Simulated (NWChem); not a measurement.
Species: C$_{4}$H$_{8}$ cation, doublet; SMILES of the neutral closed-shell parent C=C(C)C

```xyz
12

C     -0.6775     1.2664     0.0120
C      0.0567    -0.0002     0.0004
C     -0.6639    -1.2743    -0.0119
C      1.4799     0.0081     0.0000
H     -1.6771     1.1744     0.4618
H     -0.8592     1.5189    -1.0594
H     -0.1100     2.1065     0.4360
H     -0.8768    -1.5109     1.0573
H     -0.0794    -2.1153    -0.4094
H     -1.6523    -1.1963    -0.4892
H      2.0470    -0.9282     0.0351
H      2.0361     0.9510    -0.0353
```
Atoms are numbered in this order, from 1.

Program: NWChem. Spin-unrestricted. Structure relaxed at the PBE0/def2-SVP, spin-unrestricted level. No frequency run checked for a minimum. This spin state was assumed; another may lie lower. No stability test was run on the SCF state.

Q: Estimate the computed values for TPSS/STO-3G. Quantities: highest occupied level (eV); lowest empty minus highest occupied level, either spin (eV); <S²>.

A: 
```json
{
  "highest occupied level (eV)": "-12.85",
  "lowest empty minus highest occupied level, either spin (eV)": "1.85",
  "<S²>": "0.752"
}
```
